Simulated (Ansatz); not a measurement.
Relaxation of CH4Cl (6 atoms, charge 0, multiplicity 2), to a largest force component of 0.03 eV/Å in at most 50 steps.

Computed with UKS B3LYP/def2-SVP in Ansatz.

```xyz
6
Properties=species:S:1:pos:R:3
H -0.417 -1.214 -0.595
C 0.283 0.814 0.407
Cl -0.811 -2.325 -1.174
H 0.414 1.358 -0.529
H -0.628 0.970 0.987
H 1.160 0.396 0.903
```

Question: Where does it end, and by what steps?

Answer: The forces met the threshold. After 5 steps the energy has fallen by 0.018 eV; Cl3 moved furthest, 0.21 Å.

| step | energy less start (eV) | largest force component (eV/Å) | accepted |
| --- | --- | --- | --- |
| 0 | 0.0000 | 0.357 | yes |
| 1 | -0.0106 | 0.178 | yes |
| 2 | 0.0328 | 0.678 | no |
| 3 | -0.0133 | 0.386 | yes |
| 4 | -0.0163 | 0.085 | yes |
| 5 | -0.0180 | 0.018 | yes |

```xyz
6
Properties=species:S:1:pos:R:3
H -0.356 -1.027 -0.517
C 0.258 0.743 0.370
Cl -0.746 -2.151 -1.069
H 0.385 1.275 -0.574
H -0.666 0.870 0.938
H 1.126 0.290 0.852
```

Run time: 24 s on 1 thread of Intel(R) Xeon(R) Processor @ 2.50GHz (Skylake/Cascade Lake) (shared host), peak memory 0.13 GiB.
